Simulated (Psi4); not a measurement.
Process, species as SMILES: OO (H2O2) → [O-]O + H+
B3LYP-D3(BJ)/def2-TZVP geometries, fixed; electronic energies without zero-point terms.

How fast the deprotonation energy converges with the basis for several methods (Psi4): deviation from each method's own reference, in kcal/mol. References: B3LYP 381.75 kcal/mol, the value in aug-cc-pVQZ; HF 390.41 kcal/mol, the value in aug-cc-pVQZ; MP2 382.33 kcal/mol, Hartree-Fock in aug-cc-pVQZ plus the correlation part extrapolated as X^-3 from aug-cc-pVTZ and aug-cc-pVQZ; PBE 380.36 kcal/mol, the value in aug-cc-pVQZ. Cartesian d functions, on some or all atoms, in 6-31G**, 6-31+G*; all else is spherical. Density fitting with the program's default auxiliary sets. In correlated methods cores are frozen. Psi4's default fitting sets serve the pcseg sets less well. No added dispersion term, no relativity. 

```
basis              functions  B3LYP     HF  MP2    PBE
-----------------  ---------  -----  -----  ---  -----
3-21G                     22  38.42  17.79    …  42.64
pcseg-0                   22  17.15  -2.12    …  21.17
6-31G**                   40  26.74  13.53    …  30.10
6-31+G*                   42  -4.49  -6.59    …  -3.82
6-311G**                  48  20.12  10.56    …  23.01
aug-pcseg-1               64  -3.52  -4.53    …  -3.33
def2-TZVPP                90   8.44   3.98    …  10.52
6-311++G(3df,3pd)        114   1.12   0.15    …   1.73
aug-pcseg-2              138  -0.34  -0.25    …  -0.51
def2-QZVPP               174   3.97   1.66    …   5.24
def2-QZVPPD              198  -0.04   0.07    …  -0.20
aug-pcseg-3              268  -0.08   0.13    …  -0.41
```

Problem. Some entries are withheld; supply them.

Solution. 
- 3-21G, MP2: 37.72
- pcseg-0, MP2: 15.68
- 6-31G**, MP2: 26.78
- 6-31+G*, MP2: -6.26
- 6-311G**, MP2: 25.46
- aug-pcseg-1, MP2: -3.28
- def2-TZVPP, MP2: 10.50
- 6-311++G(3df,3pd), MP2: 2.57
- aug-pcseg-2, MP2: 0.43
- def2-QZVPP, MP2: 4.83
- def2-QZVPPD, MP2: 1.09
- aug-pcseg-3, MP2: 0.94

Mean absolute deviation over 6-311G**, def2-TZVPP, 6-311++G(3df,3pd), aug-pcseg-2: HF 3.73, B3LYP 7.51, PBE 8.94, MP2 9.74 kcal/mol.
